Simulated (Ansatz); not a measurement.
# bcc Ta

Level of theory: PBEsol in Ansatz (plane waves, PAW).

Settings: plane-wave cutoff 500 eV, 30×30×30 k mesh, Fermi–Dirac smearing 0.1 eV, scalar-relativistic PAW data made under PBE.

Cell: relaxed at this level.

```
Item                                   Result
------------------------------  -------------
volume per atom                 17.68 Å³/atom
equilibrium lattice constant a        3.282 Å
```

Measured, for comparison: equilibrium volume per atom 17.95 Å³/atom, lattice constant a 3.299 Å (static lattice: zero-point anharmonic expansion removed; as tabulated in Mejia-Rodriguez and Trickey (2018), arXiv:1807.09216). Computed (rounded) less measured: equilibrium volume per atom -1.5 %, lattice constant a -0.5 %.

Spin–orbit coupling is not included.

Static lattice: no zero-point or thermal effects.

Cost on a shared machine: very roughly 60 core-seconds.

Ansatz is a program for electronic structure.
